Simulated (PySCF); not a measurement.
Stick spectrum of a doublet radical in fast tumbling, microwave frequency 9.388 GHz, simulated to first order from computed parameters.

Lines, field (mT) (relative intensity): 330.15 (1), 331.65 (1), 332.01 (1), 332.21 (3), 333.51 (1), 333.71 (3), 334.07 (3), 334.27 (3), 335.57 (3), 335.77 (3), 336.13 (3), 336.34 (1), 337.63 (3), 337.84 (1), 338.19 (1), 339.69 (1)

(1) What is g?

(2) Take the pattern apart into splittings.

(3) The radical has the formula C4H5. Propose a structure, and say which nuclei carry the couplings.

Results:

(1) The pattern is symmetric about 334.92 mT, so g = hν/(μB·B0) = 9388/(13.99624 × 334.92) = 2.0027, a shift of +0.4 × 10⁻³ from the free-electron value.

(2) The first two lines at either end are about 1.50 mT apart, which is the smallest coupling, and their intensity ratio 1:1 counts the nuclei that share it. In full: a 1:3:3:1 quartet of 2.06 mT (58 MHz), from 3 nuclei of spin 1/2; a 1:1 doublet of 1.86 mT (52 MHz), from 1 nucleus of spin 1/2; a 1:1 doublet of 1.50 mT (42 MHz), from 1 nucleus of spin 1/2. Check: Σ 2nI·a is the distance from the first to the last line, 9.54 mT.

(3) The pattern alone needn't single out one isomer; the structure behind this simulation is `C#C[CH]C` [radical], numbered [CH:1]#[C:2][CH:3][CH3:4] (hydrogens: H5 on C1; H6 on C3; H7, H8, H9 on C4). 2.06 mT: 1H at H7/H8/H9 (2 bonds from C3; computed sign +); 1.86 mT: 1H at H6 (1 bond from C3; computed sign −); 1.50 mT: 1H at H5 (1 bond from C1; computed sign −). The largest Mulliken spin populations are on C3 (+0.76), C1 (+0.55), C2 (-0.26) and C4 (-0.06). The positive populations add up to 1.38 and the negative ones to -0.38, together 2S = 1. The angles at C3 add up to 360.0°, so it is planar; its axial dipolar tensor and the negative coupling of its proton fit spin in a p orbital normal to that plane. Main spin sites, with 60 % or more of the largest population: C1, C3; positions count bonds from the nearest.

The calculation used PySCF, UKS B3LYP, pcH-1 on C H, non-relativistic, mean-field spin-orbit, GIAO. Isolated species at its GFN2-xTB geometry, gas phase. A GFN2-xTB geometry isn't a minimum of the functional, and hyperfine couplings can be far from their values at a DFT geometry. Stability of the SCF solution: not tested.

Nuclei that the bonding pattern makes equivalent are averaged, as if the motion that swaps them (rotation, inversion, ring flip) were fast. The three 1H nuclei of mean +57.8 MHz run from 2.2 to 85.7 MHz in the frozen geometry.

Rare isotopes and splittings under 0.04 mT were left out of the simulation.
